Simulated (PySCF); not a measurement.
Saddle point of BH2SF, closed shell (BH₂SF ([F][BH][SH]) → BSF + H₂; bonds formed: H2–H4; bonds broken: B1–H2, S3–H4), PBE0-D4/def2-TZVP structure:

```csv
atom,x (Å),y (Å),z (Å)
B1,-0.2374,0.0902,-0.2724
H2,0.1671,0.5316,0.9927
S3,0.5893,-1.2986,-0.7793
H4,0.6399,-0.2760,0.6928
F5,-1.1587,0.9528,-0.6340
```

Energies are electronic, without zero-point energy. Barriers and step energies count from the start structure reached by relaxing down the imaginary mode; all methods use the PBE0-D4 structures, on which another method's saddle can fall below an end. Program: PySCF 2.14 with density fitting (its default auxiliary sets; JK sets also for MP2 and CCSD(T)). Basis: def2-TZVPP, with def2-QZVPP for the basis limit. Cores are frozen in the correlated methods. B3LYP uses VWN-RPA correlation. Extrapolation: Hartree–Fock as exp(−7.88 √X), correlation as X^−2.97.

| method | barrier (eV) | step energy (eV) |
| --- | --- | --- |
| SPW92 | 1.850 | 1.206 |
| PBE-D4 | 2.011 | 0.955 |
| r2SCAN-D4 | 2.157 | 0.968 |
| PBE0-D4 | 2.235 | 1.079 |
| B3LYP-D4 | ? | 0.943 |
| BHLYP-D4 | ? | 1.089 |
| wB97M-V | 2.402 | 1.003 |
| HF | ? | 1.084 |
| MP2 | 2.333 | 0.889 |
| CCSD | 2.563 | 1.024 |
| CCSD(T) | 2.430 | 0.961 |

Task: Fill in the withheld barriers. (To be estimated.)

Result: By the calculation: HF 3.063; B3LYP-D4 2.335; BHLYP-D4 2.604 eV. Each is the energy of the saddle less that of the start structure, by the same method.

For comparison, the barrier by CCSD(T) at an estimated basis limit (MP2 extrapolated from triple and quadruple zeta, plus CCSD(T) − MP2 in triple zeta) is 2.366 eV.

No T1 diagnostic of these runs exceeds 0.018.

Labels in which every atom is bracketed show which atoms are joined, not bond orders.

For scale, one of the runs: CCSD(T)/def2-TZVPP, 132 basis functions, launched by `OMP_NUM_THREADS=4 python run.py`. Time: 76 s of wall clock on 4 CPU threads of an Arm Neoverse N1; the host was shared. Peak host memory: 0.72 GiB.
